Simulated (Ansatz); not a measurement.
C₄H₈O, SMILES C1CCOC1, a geometry optimisation

Computed with Ansatz 0.2.0, Python API.

The cells in order, each with its output:

In [1]:
```python
import ansatz as az
import numpy as np

geometry_ang = [
    ("C", (-0.7334, 0.5846, 0.3555)),
    ("C", (-0.1992, -0.6886, 0.7875)),
    ("C", (0.49, -1.1436, -0.4757)),
    ("O", (1.0323, 0.0486, -1.1504)),
    ("C", (0.3137, 1.1644, -0.5686)),
    ("H", (-1.0324, 1.3178, 1.1669)),
    ("H", (-1.664, 0.453, -0.239)),
    ("H", (-0.9017, -1.3865, 1.135)),
    ("H", (0.5321, -0.4985, 1.6365)),
    ("H", (1.3859, -1.7815, -0.2189)),
    ("H", (-0.1635, -1.6879, -1.1096)),
    ("H", (-0.054, 1.8389, -1.3171)),
    ("H", (1.0145, 1.7447, 0.0127)),
]
geometry = az.Crystal.molecule()
for symbol, xyz in geometry_ang:
    geometry = geometry.atom(symbol, xyz)
```

In [2]:
```python
job = (
    geometry.calculation()
    .basis(gaussian="def2-SVP")
    .functional("pbe0")
)
symbols = [site.symbol for site in geometry.cartesian_sites]
start = np.array([site.position_ang for site in geometry.cartesian_sites], dtype=float)
def progress(event):
    if event["event"] == "relax_step":
        row = event["data"]
        print(f"step {row['step']:3d}  E = {row['lagrangian_ev']:.6f} eV  max force {row['allowed_force_max_ev_ang']:.4f} eV/A")
```

In [3]:
```python
r = job.relax(force_tolerance=0.01, max_steps=100).session().plan().execute(on_event=progress).report
end = np.array(r["positions_ang"])
```
```text
step   1  E = -6312.864497 eV  max force 3.3434 eV/A
step   2  E = -6313.243920 eV  max force 1.1216 eV/A
step   3  E = -6313.300042 eV  max force 0.2663 eV/A
step   4  E = -6313.304028 eV  max force 0.0469 eV/A
step   5  E = -6313.304455 eV  max force 0.0242 eV/A
step   6  E = -6313.304550 eV  max force 0.0027 eV/A
```

In [4]:
```python
print("reference energy %16.6f eV" % r["reference_energy_ev"])
print("total energy     %16.6f eV" % r["free_energy_ev"])
print("occupied (up, down):", r["n_occupied"], " virtual:", r["n_virtual"], " frozen:", r["n_frozen"])

print("bond        before    after (A)")
for i, j in [(0, 1), (0, 4), (0, 5), (0, 6), (1, 2), (1, 7), (1, 8), (2, 3), (2, 9), (2, 10), (3, 4), (4, 11), (4, 12)]:
    d0, d1 = (np.linalg.norm(xyz[i] - xyz[j]) for xyz in (start, end))
    print(f"{symbols[i]}{i}-{symbols[j]}{j}".ljust(10), f"{d0:8.4f} {d1:8.4f}")
with open("c4h8o_opt.xyz", "w") as handle:
    handle.write(f"{len(symbols)}\nrelaxed C4H8O\n")
    handle.writelines(f"{s:2s} {x:11.6f} {y:11.6f} {z:11.6f}\n" for s, (x, y, z) in zip(symbols, end))
```
```text
reference energy     -6313.304574 eV
total energy         -6313.304574 eV
occupied (up, down): [20, 20]  virtual: [90, 90]  frozen: 0
bond        before    after (A)
C0-C1        1.4467   1.5249
C0-C4        1.5121   1.5246
C0-H5        1.1337   1.0997
C0-H6        1.1121   1.1025
C1-C2        1.5092   1.5242
C1-H7        1.0494   1.0997
C1-H8        1.1365   1.1025
C2-O3        1.4733   1.4126
C2-H9        1.1294   1.1028
C2-H10       1.0607   1.1082
O3-C4        1.4491   1.4129
C4-H11       1.0726   1.1029
C4-H12       1.0797   1.1080
```

It writes `c4h8o_opt.xyz`:
```text
13
relaxed C4H8O
C    -0.781532    0.638930    0.344737
C    -0.183929   -0.687133    0.802640
C     0.535638   -1.139455   -0.462537
O     0.958747    0.039105   -1.116213
C     0.329847    1.171832   -0.552653
H    -1.035720    1.321105    1.168941
H    -1.698265    0.461775   -0.241482
H    -0.929927   -1.412408    1.158700
H     0.539481   -0.518882    1.617391
H     1.411474   -1.777390   -0.257496
H    -0.146587   -1.713892   -1.120406
H    -0.043254    1.823232   -1.360655
H     1.064327    1.758581    0.033834
```

Notes:
- Total energies depend on the basis set; only differences at equal settings carry meaning.
- The end point is the stationary point reached from this start; no frequency run checks that it is a minimum, and the basis set is modest.
- Timing: 37 s on 1 thread of Arm Neoverse V1, on a shared host, peak memory 0.31 GiB.

(Lines on the test bed's own set-up are left out of the output.)
